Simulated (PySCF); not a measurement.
# Highest orbital energy against ionisation energy along group 14

Calculated with PySCF 2.14, no spin-orbit coupling. Each cell gives −ε(HOMO) / ΔSCF in eV; NIST values include spin-orbit coupling, (s) semi-empirical, (t) theoretical.

```csv
species,UHF,LDA,PBE,PBE0,r2SCAN,NIST (lowest levels)
"C (x2c-TZVPPall, spin-free X2C)",11.937 / 10.797,6.091 / 11.678,6.051 / 11.528,7.624 / 11.506,6.546 / 11.661,11.260
"Si (x2c-TZVPPall, spin-free X2C)",8.170 / 7.629,4.508 / 8.219,4.536 / 8.180,5.583 / 8.205,4.880 / 8.314,8.152
"Ge (x2c-TZVPPall, spin-free X2C)",7.864 / 7.414,4.356 / 8.007,4.326 / 7.882,5.356 / 7.920,4.681 / 8.054,7.899
"Sn (x2c-TZVPPall, spin-free X2C)",7.234 / 6.859,4.109 / 7.420,4.044 / 7.255,4.987 / 7.309,4.375 / 7.414,7.344
"Pb (x2c-TZVPPall, spin-free X2C)",6.949 / 6.599,3.979 / 7.187,3.874 / 6.997,4.779 / 7.042,4.193 / 7.124,7.417
```

Problem. How far is −ε(HOMO) from ΔSCF on average for each method, and why?

Solution. UHF 0.57 eV; LDA -3.89 eV; PBE -3.80 eV; PBE0 -2.73 eV; r2SCAN -3.58 eV. Hartree-Fock orbital energies lack relaxation and so exceed the ΔSCF value; semilocal functionals have convex E(N) from self-interaction, so their HOMO lies far too high; exact exchange moves hybrids part of the way back.
